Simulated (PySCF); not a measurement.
A family of related molecules: H3E-E'H3. Isolated molecules, 0 K electronic values unless said otherwise. Strings in code marks are SMILES.

Level of theory: B3LYP-D3(BJ)/def2-TZVP (PySCF). B3LYP has the VWN-RPA correlation part, as in Gaussian. Excitations are Tamm–Dancoff values on a coarser integration grid. The basis has no diffuse functions, so Rydberg states are missing or too high.

```
species          S1 oscillator strength   LUMO (eV)  HOMO–LUMO gap (eV)  brightest of the four lowest singlets (TDA) (eV)
---------------  ----------------------  ----------  ------------------  ------------------------------------------------
`[CH3][SnH3]`                     0.282       -0.02                8.13                                              7.52
`[SiH3][SiH3]`               (withheld)           –          (withheld)                                              7.89
`[SiH3][GeH3]`               (withheld)           –                8.16                                              7.57
`[SnH3][SiH3]`                    0.026  (withheld)                7.40                                              7.05
`[SnH3][SnH3]`                    0.835       -0.97                6.56                                        (withheld)
`[GaH3-][NH3+]`                   0.005       -0.59                6.72                                                 –
```

### Question
Fill in the missing entries.

### Answer

- `[SiH3][SiH3]`, S1 oscillator strength: 0.025
- `[SiH3][SiH3]`, HOMO–LUMO gap (eV): 8.32
- `[SiH3][GeH3]`, S1 oscillator strength: 0.027
- `[SnH3][SiH3]`, LUMO (eV): -0.39
- `[SnH3][SnH3]`, brightest of the four lowest singlets (TDA) (eV): 6.37
